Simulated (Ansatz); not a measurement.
HN, SMILES `[NH]` (lower triplet) (charge 0, multiplicity 3). The linear singlet lies higher and needs more than one determinant, so no gap is given.

These are frozen-core CCSDT(Q)/6-31g // B3LYP-D3(BJ)/def2-TZVP (Ansatz, a program for electronic structure) values and carry that method's errors.

Ansatz 0.2 input:
```yaml
crystal:
  periodic: [false, false, false]
  atoms:
    - { symbol: N, position_ang: [0.520833, -0.000003, -0.000002] }
    - { symbol: H, position_ang: [-0.520833, 0.000003, 0.000002] }
basis:
  gaussian: { orbitals: "6-31g" }
correlation:
  method: ccsdt_q
magnetization:
  spin_polarized: true
  initial_magnetization: 2
```

Output:

```
Functional definition: HF
237 factors; integrals over basis functions are off by at most 2.0e-8 eV
mean field evaluation 1: about -1494.8089 eV, gradient 6.6e0 eV
mean field evaluation 2: about -1494.8097 eV, gradient 6.6e0 eV
mean field evaluation 4: about -1495.0697 eV, gradient 4.7e-1 eV
mean field evaluation 8: about -1495.0719 eV, gradient 1.5e-2 eV
mean field evaluation 16: about -1495.0708 eV, gradient 1.8e-1 eV
mean field -1495.07191601 eV, -54.9428795172 hartree, gradient 1.5e-6 eV, S^2 2.013489; 0 other end points of the search recorded, 0 dependent functions left out
1 core orbitals not correlated
reference -1495.07191601 eV, -54.9428795172 hartree; 4, 2 occupied and 6, 8 virtual orbitals, 237 factors
second order -1.52327707 eV of doubles, -0.00000000 eV of singles
cycle   1  -1.76112973 eV  change   -2.4e-1 eV  update   3.2e-2
cycle   2  -1.86862888 eV  change   -1.1e-1 eV  update   1.4e-2
cycle   3  -1.88168067 eV  change   -1.3e-2 eV  update   4.9e-3
cycle   4  -1.88406030 eV  change   -2.4e-3 eV  update   2.4e-3
cycle   5  -1.88449672 eV  change   -4.4e-4 eV  update   1.1e-3
cycle   6  -1.88490471 eV  change   -4.1e-4 eV  update   5.1e-4
cycle   7  -1.88500951 eV  change   -1.0e-4 eV  update   2.1e-4
cycle   8  -1.88496422 eV  change    4.5e-5 eV  update   6.8e-5
cycle   9  -1.88494202 eV  change    2.2e-5 eV  update   2.1e-5
cycle  10  -1.88494389 eV  change   -1.9e-6 eV  update   4.8e-6
cycle  11  -1.88494379 eV  change    9.6e-8 eV  update   1.5e-6
cycle  12  -1.88494377 eV  change    2.3e-8 eV  update   4.0e-7
perturbative correction -0.00237351 eV, -0.0000872248 hartree
Total energy: -1496.95923328 eV, -55.0122371478 hartree
```
